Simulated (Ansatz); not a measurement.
A structure relaxed at PBE0-D4/def2-TZVPD in Ansatz, charge -1, doublet:

```xyz
9

Si   -0.303   -1.520   -0.103
Si    0.366    0.455    0.934
Si   -0.241    0.847   -1.280
H     0.993   -2.151   -0.543
H    -1.670    1.311   -1.184
H    -0.457    1.019    2.059
H     0.433    2.017   -2.014
H    -0.919   -2.622    0.775
H     1.797    0.643    1.356
```

**Question.** Give its formula and point group.

**Answer.** the cluster Si₃H₆⁻. Point group C2 (tolerance 0.1 Å).

**Question.** Summarise the bond lengths by kind (pairs closer than 1.2 times the sum of covalent radii, bridged metal pairs left out).

**Answer.** 3 × Si–Si 2.33 to 2.64 Å; 6 × H–Si 1.50 to 1.54 Å.

Another isomer (doublet) lies 0.70 eV lower at PBE0-D4/def2-TZVPD; other spin states weren't run for this one.
